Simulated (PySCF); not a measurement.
Rows and methods have been separated. Pair them.

Species: C3H3NO.
SMILES: `C=CN=C=O`

The closed-shell ground state was solved 3 times with PySCF (density fitting, gas phase), always in the pcSseg-2 basis (222 functions), with these functionals: KT3, PBE0 and wB97X-D. Isolated species at its PBE0-D3(BJ)/def2-TZVP geometry (one conformer only).

```json
{"row": "P", "total energy (Eh)": "-246.0825", "HOMO (eV)": "-9.16", "LUMO (eV)": "1.02", "dipole (D)": "2.14"}
{"row": "Q", "total energy (Eh)": "-245.8875", "HOMO (eV)": "-7.37", "LUMO (eV)": "-0.78", "dipole (D)": "2.11"}
{"row": "R", "total energy (Eh)": "-249.8667", "HOMO (eV)": "-6.25", "LUMO (eV)": "-1.67", "dipole (D)": "1.97"}
```

Task: Which functional belongs to which row?

Result: P = wB97X-D, Q = PBE0, R = KT3. By rising HOMO–LUMO gap: KT3 (GGA) 4.58 eV; PBE0 (global hybrid, 25 % exact exchange) 6.59 eV; wB97X-D (range-separated hybrid) 10.18 eV. Total energies of different functionals aren't bounds to one another; each is stationary for its own functional.

Shape of the structure used: `[CH2:1]=[CH:2][N:3]=[C:4]=[O:5]`: C1–C2–N3–C4 0°.

wB97X-D is run here without its empirical dispersion term; that term would change no orbital, density or response property at a fixed geometry.
